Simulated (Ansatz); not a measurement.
Ideal-gas functions of `FC1CO1` at 500 K and 1 bar, from an Ansatz frequency run at PBE0-D4/def2-TZVP.

Molar mass 62.04 g/mol, point group C1 (symmetry number 1), electronic degeneracy 1, moments of inertia 24.567, 68.512, 78.099 u Å². Harmonic wavenumbers (cm⁻¹, unscaled): 436, 521, 822, 916, 1002, 1108, 1153, 1165, 1190, 1318, 1423, 1528, 3120, 3168, 3218.

Use S(trans) = R[1.5 ln M + 2.5 ln T − 1.1517]; rotational temperatures θ = 24.2544 K / I; S(rot) = R[ln(√π/σ · √(T³/θAθBθC)) + 1.5]; for each mode x = 1.438777 ν̃/T, S = R[x/(eˣ − 1) − ln(1 − e⁻ˣ)] and H = RT x/(eˣ − 1); 1 cm⁻¹ = 0.0119627 kJ/mol; R = 8.31446 J/(mol·K).

Problem. By hand: the entropy, in J/(mol·K).

Solution. Translation 171.1. Rotation: θ = 0.9873, 0.354, 0.3106 K, giving 104.0. Vibration, mode by mode: 6.95, 5.68, 2.86, 2.31, 1.90, 1.49, 1.34, 1.31, 1.23, 0.92, 0.72, 0.56, 0.01, 0.01, 0.01, in all 27.3. Electronic 0.0. Sum 302.4 J/(mol·K).

Problem. By hand: H − E and G − E in kJ/mol, counted from the electronic energy.

Solution. Zero-point energy ½ × 22088 × 0.0119627 = 132.1; thermal vibration 9.4; translation, rotation and pV give 4 RT = 16.6. H − E = 158.1 kJ/mol, and G − E = 158.1 − 500 × 302.4/1000 = 6.9 kJ/mol.

Vibration gives 9 % of the entropy. The sum counts one conformer and one mirror image; others add a mixing term.
